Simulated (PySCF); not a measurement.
Nuclear quadrupole coupling in `CC(=S)[C@H](C)[S-]`

C4H7S2 (charge -1).
Atom-mapped SMILES: `[CH3:1][C:2](=[S:3])[C@H:4]([CH3:5])[S-:6]` (hydrogens: H7, H8, H9 on C1; H10 on C4; H11, H12, H13 on C5)

Structure used (GFN2-xTB), in Å, numbered top down from 1:
```
atom  x, y, z in Å
C1     1.5490    0.4033    0.0801
C2     0.6682   -0.7771   -0.2314
S3     1.3170   -1.9585   -1.2556
C4    -0.7893   -0.6691   -0.0303
C5    -1.4913    0.6698    0.0010
S6    -0.2206   -1.3372    1.5550
H7     1.5208    1.1015   -0.7613
H8     2.5752    0.0615    0.2049
H9     1.2348    0.9213    0.9853
H10   -1.3552   -1.4194   -0.5857
H11   -0.9766    1.3635    0.6617
H12   -2.5122    0.5464    0.3626
H13   -1.5244    1.0943   -1.0042
```

Field gradients from the PBE0/pcSseg-1 density (PySCF, non-relativistic), principal values in atomic units, ordered |Vxx| ≤ |Vyy| ≤ |Vzz|:

```csv
atom,Vxx,Vyy,Vzz
S3,-0.4889,-1.8554,2.3443
S6,-0.0147,-2.5063,2.5210
```

Problem. Find the asymmetry η = (Vxx − Vyy)/Vzz and the couplings χ = eQV/h (234.96 MHz × Q in barn × V in au), with Q(33S) = −0.0678 b.

Solution. 
```tsv
atom	environment	nucleus	η	χzz (MHz)	χxx (MHz)	χyy (MHz)
S3	thiocarbonyl sulfur	33S	0.58	-37.35	7.79	29.56
S6	thiolate sulfur	33S	0.99	-40.16	0.23	39.93
```

At S6 η is above 0.9: Vyy and Vzz are nearly equal in size and opposite in sign, so a small change could swap them and flip the sign of χzz. The tensor is traceless: Vxx + Vyy + Vzz = 0.

Problem. What is Vzz at S3 in SI units (1 au = 9.71736 × 10²¹ V/m²)?

Solution. 2.3443 au = 22.781 × 10²¹ V/m².

Were the hydrogens deuterons (Q(2H) = 0.00286 b), χzz would run from 205 kHz (H10) to 213 kHz (H11 and H12).

Geometry: GFN2-xTB, one conformer, isolated ion. The pcSseg-1 basis has no diffuse functions, a weakness for an anion. GFN2-xTB bond lengths can be off by several hundredths of an ångström, more for odd bonds, and the gradients follow them. These gradients aren't converged with respect to the basis.

These values come from a run that also computed NMR shieldings. Hardware: an Arm Neoverse V2 with one thread, shared host. Cost: 14 s wall.
